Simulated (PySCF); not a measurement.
## Sulfur: a sound run and one with changed settings

Sound run: S [Ne] 3s2 3p4, S⁺ [Ne] 3s2 3p3. All numbers are calculated (PySCF 2.14, the non-relativistic Hamiltonian (point nucleus), in cc-pV(D+d)Z). In the sound run the correlated levels freeze [Ne]. The sound run starts from symmetry-adapted Hartree-Fock orbitals and uses a fine grid where one is needed.

Changed run: basis STO-3G. This setting is unsound on purpose.

| species | method | sound run (hartree) | changed run (hartree) | converged |
| --- | --- | --- | --- | --- |
| S | UHF | -397.49702 | -393.13022 | yes |
| S | B3LYP | -398.12517 | -393.67264 | yes |
| S | M06-2X | -398.08317 | -393.68902 | yes |
| S | MP2 | -397.58253 | -393.13022 | yes |
| S⁺ | UHF | -397.15881 | -392.92422 | yes |
| S⁺ | B3LYP | -397.73972 | -393.40787 | yes |
| S⁺ | M06-2X | -397.70166 | -393.43232 | yes |
| S⁺ | MP2 | -397.22873 | -392.92422 | yes |

Ionisation energy of S:

```
 method  sound run (eV)  changed run (eV)
    UHF           9.203             5.606
  B3LYP          10.489             7.205
 M06-2X          10.381             6.985
    MP2           9.627             5.606
SCS-MP2           9.659             5.606
```

A minimal basis cannot let orbitals breathe on ionisation and holds almost no correlation.

For comparison, NIST gives 10.360 eV between the lowest levels.
